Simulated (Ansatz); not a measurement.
**CH6OSi: molecular dynamics**

Purpose: to follow the molecule's vibrations and see whether its bonds hold. The start is relaxed first. Runs: 300 steps of 0.5 fs at constant energy, with velocities drawn for 300 K. SMILES of the start: OC[SiH3].

Program: Ansatz 0.2.0. Level of theory: RKS B3LYP/STO-3G. These are calculated values, not measurements.

## 1. The system as given

Bond lengths: O1–C2 1.402 Å, C2–Si3 1.851 Å, O1–H4 1.014 Å, C2–H5 1.085 Å, C2–H6 1.099 Å, Si3–H7 1.461 Å, Si3–H8 1.555 Å, Si3–H9 1.471 Å. Angles: O1–C2–Si3 115.1°, O1–C2–H5 109.5°, O1–C2–H6 106.9°, Si3–C2–H5 109.4°, Si3–C2–H6 109.7°, H5–C2–H6 105.9°, C2–O1–H4 102.9°, C2–Si3–H7 113.8°, C2–Si3–H8 108.9°, C2–Si3–H9 113.6°, H7–Si3–H8 106.7°, H7–Si3–H9 108.7°, H8–Si3–H9 104.7°.

As a file:

```xyz
9

O    -1.2555   -0.1527   -1.1674
C    -0.1458    0.4188   -0.5299
Si    0.4737   -0.5067    0.9483
H    -1.4371    0.4927   -1.9287
H    -0.3784    1.4396   -0.2444
H     0.6518    0.4918   -1.2824
H    -0.4807   -0.5578    2.0532
H     1.7459    0.2044    1.4909
H     0.9145   -1.8765    0.6432
```

## 2. Preparing the start

File input.yaml:

```yaml
crystal:
  periodic: [false, false, false]
  atoms:
    - { symbol: O, position_ang: [-1.2555, -0.1527, -1.1674] }
    - { symbol: C, position_ang: [-0.1458, 0.4188, -0.5299] }
    - { symbol: Si, position_ang: [0.4737, -0.5067, 0.9483] }
    - { symbol: H, position_ang: [-1.4371, 0.4927, -1.9287] }
    - { symbol: H, position_ang: [-0.3784, 1.4396, -0.2444] }
    - { symbol: H, position_ang: [0.6518, 0.4918, -1.2824] }
    - { symbol: H, position_ang: [-0.4807, -0.5578, 2.0532] }
    - { symbol: H, position_ang: [1.7459, 0.2044, 1.4909] }
    - { symbol: H, position_ang: [0.9145, -1.8765, 0.6432] }
basis:
  gaussian: { orbitals: STO-3G }
hamiltonian:
  xc: b3lyp
relax:
  f_tol: 0.02
  max_steps: 40
scf:
  lower_state_search: "off"
output:
  orbitals: {}
```

Run with:

```sh
$ ansatz run input.yaml --threads 1 --pin off --max-ram 2048MiB --backend cpu --events-out ev --progress --plain --runs-dir out
```

The runs that follow: The run.

**Question.** What will these runs give? Wanted: relaxation of the start; temperature, first and last step; temperature, second half; potential energy, second half; largest change of the total energy; bonds formed or broken.

As calculated:

```
                          quantity                         value
           relaxation of the start       4 moves, 0.407 eV lower
                            length           300 steps of 0.5 fs
  temperature, first and last step                  300 and 93 K
          temperature, second half  mean 144 K, from 87 to 224 K
     potential energy, second half   +16 meV/atom from the start
largest change of the total energy                 0.12 meV/atom
            bonds formed or broken                             0
```

The temperature starts at 300 K and averages 144 K in the second half, where it ranges from 87 to 224 K; a mean near half the start is what vibrations about a minimum give, since they share energy equally between motion and strain. The total energy strays from its start by at most 0.12 meV/atom, 0.8 % of the mean kinetic energy, so a step of 0.5 fs is short enough over this time. The bonding pattern survives the run. A run of 150 fs with 9 atoms shows the motion but fixes no equilibrium value. The nuclei move classically, without zero-point motion, which matters most for hydrogen. In so small a basis the energies are only a sketch.
